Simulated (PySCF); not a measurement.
# One shape, several levels: [BH2F2]− (SMILES F[BH2-]F)

Wanted: a comparison of 6 runs (SVWN5/STO-3G, wB97X-V/STO-3G, MP2/STO-3G, BCCD(T)/STO-3G, NEVPT2(2,2)/STO-3G, CCSD(T)/STO-3G) of [BH2F2]−. The job is set up through a Python script.

The results are computed with PySCF 2.14.0.

7 further runs of the same task are left out: 7 set aside as unsound or not needed.

**1. Starting point**

The species is [BH2F2]− (5 atoms), meant as a singlet with charge -1. SMILES: `F[BH2-]F`. The B2–H4 distance was set to 2.206 Å, away from the relaxed value. At this shape a bond of the SMILES string is far longer than usual.

Bond lengths: F1–B2 1.425 Å, B2–F3 1.425 Å, B2–H5 1.225 Å. Angles: F1–B2–F3 107.4°, F1–B2–H5 109.1°, F3–B2–H5 109.1°.

**2. The energy at SVWN5/STO-3G (run 1)**

File job.py:

```python
from pyscf import gto, dft

mol = gto.M(
    atom='''
F     -1.913495     2.048484     2.330998
B      0.374018     0.895316     1.500898
F      1.080870    -0.921844     3.358045
H     -0.324938    -1.058417    -2.114509
H      2.026168     2.509861     1.352139
''',
    basis='sto-3g',
    charge=-1,
    max_memory=1860,
    unit='bohr',
    verbose=3,
)

mf = dft.RKS(mol)
mf.xc = 'svwn'
mf.conv_tol = 1e-10
mf.grids.level = 5
mf.kernel()
if not mf.converged:
    mf = mf.newton().run(mf.mo_coeff, mf.mo_occ)

e_tot = mf.e_tot
print('E(%s) = %.9f' % ('SVWN5', e_tot))
```

Launch:

```console
$ OMP_NUM_THREADS=1 python job.py
```

The program printed:

```text
converged SCF energy = -220.750956781245
E(SVWN5) = -220.750956781
```

Run time: 2.6 s. Hardware: 1 thread of Intel Xeon Platinum 8259CL at 2.50GHz (Skylake/Cascade Lake), shared host; peak memory 0.14 GiB.

**3. A single-point energy at wB97X-V/STO-3G (run 2)**

File calc.py:

```python
from pyscf import gto, dft

molecule = gto.M(
    atom='''
F     -1.913495     2.048484     2.330998
B      0.374018     0.895316     1.500898
F      1.080870    -0.921844     3.358045
H     -0.324938    -1.058417    -2.114509
H      2.026168     2.509861     1.352139
''',
    charge=-1,
    basis='sto-3g',
    verbose=3,
    max_memory=1860,
    unit='bohr',
    spin=0,
)

ks = dft.RKS(molecule, xc='wb97x-v')
ks.grids.level = 5
ks.conv_tol = 1e-10
ks.nlcgrids.level = 1
ks.kernel()
if not ks.converged:
    ks = ks.newton().run(ks.mo_coeff, ks.mo_occ)

energy = ks.e_tot
print('Final energy', energy)
```

Launch:

```console
$ OMP_NUM_THREADS=1 python calc.py
```

The program printed:

```text
converged SCF energy = -222.30425548052
Final energy -222.30425548051997
```

It took 26 s on 1 thread of Intel Xeon Platinum 8259CL at 2.50GHz (Skylake/Cascade Lake), shared host; peak memory 0.19 GiB.

Runs 3 to 5 aren't shown in full; the table further down has their settings and results.

**4. A single-point energy at CCSD(T)/STO-3G (run 6)**

File geometry.xyz:

```xyz
5

F     -1.012578     1.084011     1.233511
B      0.197922     0.473781     0.794241
F      0.571972    -0.487819     1.777001
H     -0.171950    -0.560090    -1.118950
H      1.072202     1.328161     0.715521
```

File run.py:

```python
from pyscf import gto, cc

mol = gto.M(
    atom='geometry.xyz',
    max_memory=1860,
    charge=-1,
    basis='sto-3g',
    verbose=3,
    spin=0,
)

mf = mol.RHF()
mf.conv_tol = 1e-10
mf.kernel()
if not mf.converged:
    mf = mf.newton().run(mf.mo_coeff, mf.mo_occ)

mycc = cc.CCSD(mf, frozen=3)
mycc.kernel()
e_t = mycc.ccsd_t()
e_tot = mycc.e_tot + e_t
print('Final energy', e_tot)
```

Launch:

```console
$ OMP_NUM_THREADS=1 python run.py
```

The program printed:

```text
converged SCF energy = -221.389561281043
E(CCSD) = -221.5088632056903  E_corr = -0.119301924647755
CCSD(T) correction = -0.00474547616023805
Final energy -221.51360868185057
```

It took 0.94 s on 1 thread of Intel Xeon Platinum 8259CL at 2.50GHz (Skylake/Cascade Lake), shared host; peak memory 0.12 GiB.

**5. The series**

| run | level | nlc grid | integration grid | energy (Eh) | HOMO energy (eV) | LUMO energy (eV) | HOMO–LUMO gap (eV) | wall time |
| --- | --- | --- | --- | --- | --- | --- | --- | --- |
| 1 | SVWN5/STO-3G | – | 5 | -220.750957 | 6.67 | 11.29 | 4.62 | 2.6 s |
| 2 | wB97X-V/STO-3G | 1 | 5 | -222.304255 | 2.84 | 14.14 | 11.30 | 26 s |
| 3 | MP2/STO-3G | – | – | -221.480544 | 1.94 | 15.34 | 13.40 | 0.82 s |
| 4 | BCCD(T)/STO-3G | – | – | -221.513591 | – | – | – | 1.1 s |
| 5 | NEVPT2(2,2)/STO-3G | – | – | -221.494726 | 1.94 | 15.34 | 13.40 | 0.94 s |
| 6 | CCSD(T)/STO-3G | – | – | -221.513609 | 1.94 | 15.34 | 13.40 | 0.94 s |

**6. Results**

```
                                                    quantity          value
                                         run 6: total energy  -221.51361 Eh
                  run 6: HOMO energy (Hartree–Fock orbitals)        1.94 eV
                  run 6: LUMO energy (Hartree–Fock orbitals)       15.34 eV
run 6: HOMO–LUMO gap (to an unbound level, set by the basis)       13.40 eV
          run 6: correlation energy (3 core orbitals frozen)     -124.0 mEh
                                       run 6: (T) correction      -4.75 mEh
                                        run 6: T1 diagnostic          0.022
```

Totals of different functionals can't be ranked against each other. In runs 1, 2, 3, 5, 6 the HOMO lies above zero, so the outermost electron may be held by the basis alone. In runs 1, 2, 3, 4, 5, 6 the basis is minimal, so the values are rough. All runs together took 33 s, the longest 26 s.
